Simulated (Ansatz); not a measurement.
# Worked example: building the atomization energy of HS, doublet

Measured: the G2/97 heats of formation, with zero-point and thermal terms from B3LYP taken off, give an electronic atomization energy of 86.9 kcal/mol (Curtiss et al., J. Chem. Phys. 106, 1063 (1997); Staroverov et al., J. Chem. Phys. 119, 12129 (2003)). The calculation below tries to reproduce it.

Geometry (MP2(full)/6-31G*, from the G2/97 set):

```xyz
2

S     0.0000    0.0000    0.0000
H     0.0000    0.0000    1.3444
```

Atomization energies (atoms less molecule, kcal/mol) from Ansatz 0.2.0, frozen cores, unrestricted molecule, unrestricted atoms (their steps beyond CCSDT(Q) from restricted open-shell runs), sets cc-pV(D+d)Z, cc-pV(T+d)Z, cc-pV(Q+d)Z:

```tsv
level	DZ	TZ	QZ
HF	59.56	60.83	61.06
CCSD(T)	79.38	84.57	86.47
CCSDT	79.47	84.59	86.48
CCSDT(Q)	79.50	84.64	86.54
CCSDTQ	79.50	–	–
```

Question: Extrapolate Hartree–Fock with exp(−5.46 √X) and the CCSD(T) correlation part with X⁻³ (X = 3, 4), add each higher step from the largest set that has it, and compare with the measured value.

Answer: Hartree–Fock: 61.06 + (61.06 − 60.83) × 0.301 = 61.13.
Correlation: TZ 23.74, QZ 25.41; (64 × 25.41 − 27 × 23.74) / 37 = 26.63.
Full triples (QZ): 86.48 − 86.47 = 0.01.
(Q) (QZ): 86.54 − 86.48 = 0.06.
Full quadruples (DZ): 79.50 − 79.50 = 0.00.
Sum: 87.8 kcal/mol, 0.9 above the measured 86.9.

The steps beyond CCSD(T) add 0.07 kcal/mol, while going from QZ to the limit adds 1.29. Core correlation, scalar relativity, spin–orbit terms and the relaxation from this MP2 geometry are missing from the sum, and the measured value has its own uncertainty.
